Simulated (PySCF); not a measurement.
First SCF of a structure search on singlet BH3, at a hand-made trigonal pyramidal geometry. PySCF input:

```python
from pyscf import gto, scf, dft
mol = gto.M(atom='''
B      0.000000     0.000000     0.000000
H      1.033000     0.000000     0.549300
H     -0.516500     0.894600     0.549300
H     -0.516500    -0.894600     0.549300''',
    basis={'B': 'def2-TZVP', 'H': 'def2-TZVP'},
    charge=0, spin=0)
mf = dft.RKS(mol, xc='B3LYP')
mf.grids.atom_grid = (50, 194)
aux = {'B': 'def2-universal-JKFIT', 'H': 'def2-universal-JKFIT'}
mf = mf.density_fit(auxbasis=aux)
mf.conv_tol = 1e-08
mf.diis_space = 10
mf.max_cycle = 60
mf.init_guess = 'minao'
mf.verbose = 4
mf.kernel()
```

Excerpt of the output (cycles and frontier levels):

```
init E= -26.4108092554192
  HOMO = -0.365991334487519  LUMO = -0.176317200079168  gap/eV = 5.16130
cycle= 1 E= -26.5355136826637  delta_E= -0.125  |g|= 0.19  |ddm|=  1.2
  HOMO = -0.302332187275173  LUMO = -0.127266135771912  gap/eV = 4.76379
cycle= 2 E= -26.5443880688998  delta_E= -0.00887  |g|= 0.103  |ddm|= 0.212
  HOMO = -0.330561254010153  LUMO = -0.133203018196818  gap/eV = 5.37039
cycle= 3 E= -26.5486281794766  delta_E= -0.00424  |g|= 0.00782  |ddm|= 0.0708
  HOMO = -0.331444016176766  LUMO = -0.135071511076465  gap/eV = 5.34357
cycle= 4 E= -26.5486490428515  delta_E= -2.09e-05  |g|= 0.00333  |ddm|= 0.00879
  HOMO = -0.330733331374486  LUMO = -0.134174533560852  gap/eV = 5.34864
cycle= 5 E= -26.5486529314479  delta_E= -3.89e-06  |g|= 0.000167  |ddm|= 0.00291
  HOMO = -0.330694014468762  LUMO = -0.134155017021197  gap/eV = 5.34810
cycle= 6 E= -26.5486529422436  delta_E= -1.08e-08  |g|= 1.43e-05  |ddm|= 0.000207
  HOMO = -0.330696914114868  LUMO = -0.134158277069645  gap/eV = 5.34809
cycle= 7 E= -26.5486529423426  delta_E= -9.9e-11  |g|= 2.26e-06  |ddm|= 2.31e-05
  HOMO = -0.330696338294015  LUMO = -0.134158353381036  gap/eV = 5.34807
Extra cycle  E= -26.5486529423439  delta_E= -1.25e-12  |g|= 1.26e-06  |ddm|= 2.38e-06
converged SCF energy = -26.5486529423439
```

No lower solution of this spin was found by a stability analysis within the restricted form, which does not test spin polarisation.

The search for the lowest solution, with the stability check, took 0.6 s on 2 threads of a shared Arm Neoverse V2 host, with 49 basis functions; the process peaked at 0.26 GiB.
